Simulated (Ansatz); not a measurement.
Geometry optimisation, RKS r2SCANh-D4/6-31G* in Ansatz 0.2.0.

The input (input.yaml):

```yaml
crystal:
  periodic: [false, false, false]
  atoms:
    - { symbol: B, position_ang: [0.0, 0.0, 0.0] }
    - { symbol: H, position_ang: [0.5157, 0.0, 1.2908] }
    - { symbol: Cl, position_ang: [2.0511, 0.0, 0.1912] }
    - { symbol: Cl, position_ang: [-1.6108, 0.0, -0.93] }
basis:
  gaussian: { orbitals: "6-31G*" }
hamiltonian:
  xc: r2scanh
  dispersion: d4
relax:
  f_tol: 0.15
  max_steps: 25
  restrain:
    - { distance: [1, 2], at: 1.37, k: 30.0 }
    - { distance: [0, 1], at: 2.39, k: 30.0 }
    - { distance: [0, 2], at: 3.06, k: 30.0 }
```

Run as:

```bash
$ ansatz run input.yaml --threads 1 --pin off --max-ram 2048MiB --backend cpu --events-out ev --progress --plain --runs-dir out
```

Question: Where does it end, and by what steps?

Answer: The run converged. The restraints hold the end off the free minimum. After 11 steps the energy has risen by 0.390 eV (the restraints' own energy left out); B1 moved furthest, 0.98 Å. Parted: B1–Cl3 (2.06 → 3.07 Å). Joined: H2–Cl3 (1.89 → 1.33 Å).

```json
{"step": "0", "energy less start (eV)": "0.0000", "largest force component (eV/Å)": "4.476", "accepted": "yes"}
{"step": "1", "energy less start (eV)": "1.5904", "largest force component (eV/Å)": "5.468", "accepted": "yes"}
{"step": "2", "energy less start (eV)": "2.8326", "largest force component (eV/Å)": "6.650", "accepted": "yes"}
{"step": "3", "energy less start (eV)": "2.2843", "largest force component (eV/Å)": "7.037", "accepted": "yes"}
{"step": "4", "energy less start (eV)": "0.8527", "largest force component (eV/Å)": "2.229", "accepted": "yes"}
{"step": "5", "energy less start (eV)": "0.4739", "largest force component (eV/Å)": "0.768", "accepted": "yes"}
{"step": "6", "energy less start (eV)": "0.4167", "largest force component (eV/Å)": "0.773", "accepted": "yes"}
{"step": "7", "energy less start (eV)": "0.5318", "largest force component (eV/Å)": "1.467", "accepted": "no"}
{"step": "8", "energy less start (eV)": "0.4109", "largest force component (eV/Å)": "0.844", "accepted": "yes"}
{"step": "9", "energy less start (eV)": "0.3999", "largest force component (eV/Å)": "0.913", "accepted": "yes"}
{"step": "10", "energy less start (eV)": "0.3976", "largest force component (eV/Å)": "0.965", "accepted": "yes"}
{"step": "11", "energy less start (eV)": "0.3904", "largest force component (eV/Å)": "0.886", "accepted": "yes"}
```

```xyz
4
Properties=species:S:1:pos:R:3
B -0.941 0.000 0.281
H 1.213 0.000 1.305
Cl 2.127 0.000 0.336
Cl -1.443 0.000 -1.370
```

Run time: 16 s on 1 thread of Intel(R) Xeon(R) 6975P-C (Granite Rapids) (shared host), peak memory 0.13 GiB.
